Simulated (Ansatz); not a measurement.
Two shapes of singlet C₂H₂O₂.

Shape 1:

```xyz
6

C    -0.0351   -0.0026   -0.7365
C    -0.0328   -0.0217    0.7973
O    -0.0158    1.0540   -1.3110
O     0.0160   -1.0932    1.3198
H    -0.0497   -0.9753   -1.2493
H    -0.0296    0.9972    1.2889
```

Shape 2:

```xyz
6

C     0.0000    0.0263   -0.8204
C     0.0000   -0.0263    0.8204
O     0.0000    1.1494   -1.4659
O     0.0000   -1.1494    1.4659
H     0.0000   -1.0585   -1.3526
H     0.0000    1.0585    1.3526
```

Basis set: cc-pVTZ (spherical functions). Frozen core: 4 orbitals. Charge 0, multiplicity 1.

Computed with Ansatz (development build ahead of 0.2.0); each method stands on the lowest determinant of its kind that the runs found.

Problem. Which shape is lower in energy, and by how much in each method?

Solution.

| method | E(2) − E(1) (eV) |
| --- | --- |
| RHF | 1.757 |
| RHF-MP2 | 0.937 |

Shape 1 is lower. Caution: in another basis set an unrestricted determinant lies well below.
